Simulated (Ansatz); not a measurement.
C₅H₈O, SMILES C#CCCCO, a ranking of conformers

With Ansatz 0.2.0 through its Python package.

At the Python prompt:
```pycon
>>> import ansatz as az
>>> from rdkit import Chem
>>> from rdkit.Chem import AllChem
>>> rd = Chem.AddHs(Chem.MolFromSmiles('C#CCCCO'))
>>> ids = list(AllChem.EmbedMultipleConfs(rd, numConfs=20, randomSeed=136, pruneRmsThresh=0.4))
>>> field = [energy for _, energy in AllChem.MMFFOptimizeMoleculeConfs(rd)]
>>> distinct = {round(e, 2): i for i, e in zip(ids, field)}
>>> chosen = sorted(distinct.items())[:3]
>>> found = []
>>> for force_field, index in chosen:
...     molecule = az.Crystal.molecule()
...     for atom, xyz in zip(rd.GetAtoms(), rd.GetConformer(index).GetPositions()):
...         molecule = molecule.atom(atom.GetSymbol(), xyz.round(5).tolist())
...     job = (
...         molecule.calculation()
...         .basis(gaussian='6-31G*')  # the orbital basis, by name
...         .functional('B3LYP')
...         .accuracy('medium')  # preset for grids and thresholds
...         .scf(lower_state_search='light')
...     )
...     found.append(job.run().report['free_energy_ev'])
...
>>> print('conformer   MMFF (kcal/mol)   this level (kJ/mol)')
conformer   MMFF (kcal/mol)   this level (kJ/mol)
>>> for (force_field, index), e in zip(chosen, found):
...     print(f'{index:9d} {force_field - chosen[0][0]:17.2f} {96.485332 * (e - min(found)):17.3f}')
...
        1              0.00             0.000
        4              0.23             2.874
        5              0.29             2.509
```

Caveats:
- The settings weren't tested for convergence.
- The conformers keep their force-field geometries.
- b3lyp holds the VWN-RPA fit, as in Gaussian; the form of ORCA and Turbomole is b3lyp5.
- The whole script took 10 s on 1 thread of Arm Neoverse V2 (shared host), peak memory 0.32 GiB.
